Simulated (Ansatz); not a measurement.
Two shapes of singlet C₄H₄.

Shape 1:

```xyz
8

C     0.6830    0.7450    0.0283
C    -0.6250    0.7681   -0.0209
C    -0.6391   -0.8156    0.0251
C     0.6426   -0.7757   -0.0425
H     1.4794    1.5517    0.0318
H    -1.4481    1.5922   -0.0305
H    -1.4277   -1.5743    0.0434
H     1.4240   -1.5500    0.0470
```

Shape 2:

```xyz
8

C     0.6144    0.7207    0.0000
C    -0.6144    0.7207    0.0000
C    -0.6144   -0.7207    0.0000
C     0.6144   -0.7207    0.0000
H     1.3256    1.4290    0.0000
H    -1.3256    1.4290    0.0000
H    -1.3256   -1.4290    0.0000
H     1.3256   -1.4290    0.0000
```

Basis set: def2-TZVP (spherical functions). Frozen core: 4 orbitals. Charge 0, multiplicity 1.

Computed with Ansatz (development build ahead of 0.2.0); each method stands on the lowest determinant of its kind that the runs found.

(1) Which shape is lower in energy, and by how much in each method?

Answers

(1)

```json
{"method": "RHF", "E(2) − E(1) (eV)": "1.156"}
{"method": "RHF-MP2", "E(2) − E(1) (eV)": "1.558"}
```

Shape 1 is lower. Caution: in another basis set an unrestricted determinant lies well below.
